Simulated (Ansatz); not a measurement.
methanol (SMILES CO) moved off its minimum; all values from Ansatz (a first-principles code), cores frozen in correlated methods.
(charge 0, multiplicity 1)
```xyz
6

C     -0.59315     0.13511     0.02066
O      0.72658    -0.33624    -0.35254
H     -0.86385    -0.09217     1.29422
H     -1.08652    -0.18252    -0.25089
H     -0.86638     1.42402    -0.13949
H      1.37683     0.38955     0.21865
```

Forces at MP2/aug-cc-pVTZ (eV/Å):

```tsv
atom	Fx	Fy	Fz
C1	48.792	35.361	32.107
O2	1.109	4.145	2.839
H3	1.172	0.948	-3.607
H4	-49.725	-33.094	-29.152
H5	1.301	-3.997	0.423
H6	-2.649	-3.363	-2.610
```

### Question
Give the forces (eV/Å), the total energy and the dipole at CCSD(T)/aug-cc-pVTZ.

### Answer

```
atom       Fx       Fy       Fz
----  -------  -------  -------
C1     48.807   35.125   31.843
O2      1.139    4.126    2.829
H3      1.128    0.899   -3.378
H4    -49.742  -33.043  -29.099
H5      1.259   -3.774    0.391
H6     -2.591   -3.333   -2.586
```
Energy -115.1632 hartree, dipole 1.50 D.
